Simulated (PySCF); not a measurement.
**C$_{3}$H$_{9}$N, SMILES `CN(C)C` (charge 0, multiplicity 1)**

These are TPSSh-D3(BJ)/def2-TZVP // BP86-D3(BJ)/def2-SVP (PySCF 2.14.0) values and carry that method's errors.

* **HOMO**: -5.41 eV
* **dipole moment**: 0.43 D
* **LUMO**: 0.90 eV
* **HOMO–LUMO gap**: 6.31 eV
* **total energy**: -174.5573 Ha
* **cost**: roughly 6 core-minutes

```xyz
13

C      1.2535     0.3310     0.5081
N      0.1721     0.0514    -0.4202
C     -0.2913    -1.3217    -0.3240
C     -0.9151     1.0065    -0.2988
H      2.0968    -0.3703     0.3355
H      1.6325     1.3633     0.3542
H      0.9518     0.2386     1.5897
H      0.5520    -2.0230    -0.4968
H     -1.0628    -1.5201    -1.0974
H     -0.7423    -1.5742     0.6772
H     -1.6868     0.8080    -1.0721
H     -1.4265     0.9797     0.7048
H     -0.5365     2.0388    -0.4531
```
